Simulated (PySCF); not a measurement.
Gas-phase reaction: SiCl₂F₂ + 5 SiH₂ ⇌ 4 SiH + Cl₂ + 2 SiH₃F, at 1600 K and a standard pressure of 1 bar. Level: LDA/def2-TZVP†.

Computed with PySCF and rigid-rotor harmonic-oscillator thermochemistry at 1 bar. † marks an energy on the PBE0/def2-TZVP geometry and frequencies. Open shells (unrestricted): SiH (multiplicity 2, electronic degeneracy 4); the rest are closed-shell singlets. Spin-orbit splitting is ignored; it lowers the true energy and changes the entropy of SiH. The harmonic model lacks anharmonicity and excited electronic states, which grow with temperature; levels with a mode under 35 cm⁻¹ are left out.

```json
[
 {"species": "SiCl₂F₂", "E (Ha)": "-1404.59681", "H(1600 K) − E (kJ/mol)": "175.5", "S°(1600 K) (J/mol/K)": "488.3"},
 {"species": "SiH₂", "E (Ha)": "-289.42893", "H(1600 K) − E (kJ/mol)": "101.2", "S°(1600 K) (J/mol/K)": "281.1"},
 {"species": "SiH", "E (Ha)": "-288.81380", "H(1600 K) − E (kJ/mol)": "63.3", "S°(1600 K) (J/mol/K)": "251.8"},
 {"species": "Cl₂", "E (Ha)": "-917.43189", "H(1600 K) − E (kJ/mol)": "60.2", "S°(1600 K) (J/mol/K)": "283.5"},
 {"species": "SiH₃F", "E (Ha)": "-389.41599", "H(1600 K) − E (kJ/mol)": "189.9", "S°(1600 K) (J/mol/K)": "365.0"}
]
```
E: electronic energy; H − E holds the zero-point and thermal terms. 1 Ha = 2625.5 kJ/mol.

Problem. Work out ΔH°, ΔS°, ΔG° and log10 K from these numbers.

Solution. 1. ΔE = 4×(-288.81380) + 1×(-917.43189) + 2×(-389.41599) − 1×(-1404.59681) − 5×(-289.42893) = 0.22239 Ha = 583.9 kJ.
2. Δ(H − E) = 4×(63.3) + 1×(60.2) + 2×(189.9) − 1×(175.5) − 5×(101.2) = 11.7 kJ, so ΔH° = 595.6 kJ.
3. ΔS° = 4×(251.8) + 1×(283.5) + 2×(365.0) − 1×(488.3) − 5×(281.1) = 126.9 J/K; the number of gas molecules changes by +1.
4. ΔG° = ΔH° − TΔS° = 595.6 − 1600×(126.9)/1000 = 392.6 kJ.
5. log10 K = −ΔG°/(RT ln 10) = -12.82, with RT ln 10 = 30.63 kJ/mol; at standard pressures the reactants are favoured.
6. A shift of 10 kJ in ΔE would move log10 K by 0.33 here.
For scale, ΔH°(298 K) is 598 kJ at this level, 588 kJ at ωB97M-V/def2-TZVP†, and runs from 388 to 598 kJ over the 20 levels computed.
